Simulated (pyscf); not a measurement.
Optimised with ωB97X-D3(BJ)/def2-SVP in PySCF. Correlated levels are frozen-core, on RHF or UHF. ΔMP2 is the change of the MP2 total energy from the triple- to the quadruple-zeta basis.

Task: HI + HO–SiH₃ → H₃Si–I + H₂O
Surface: singlet. Broken: H–I, O–Si. Formed: I–Si, H–O. Give ΔE‡ and ΔE from CCSD(T)/def2-TZVPP + ΔMP2(QZVPP), relative to the separated reactants.

Result: ΔE‡ = 17.8 kcal/mol, ΔE = -0.1 kcal/mol. Zero-point energy shifts the barrier by +4.1 kcal/mol. It is a four-centre exchange, with an imaginary mode of 44i cm⁻¹. This is the saddle that the search found; another between the same sides may lie lower. The CCSD(T) − MP2 part came from Ansatz, without density fitting, on the same reference. The frozen core leaves the outer d or s,p core shells of the metals and heavy elements correlated in the MP2 and CC values, and def2-TZVPP describes them poorly, which can shift differences by a few kcal/mol. Elements past Kr carry the def2 core potentials, without spin-orbit coupling.
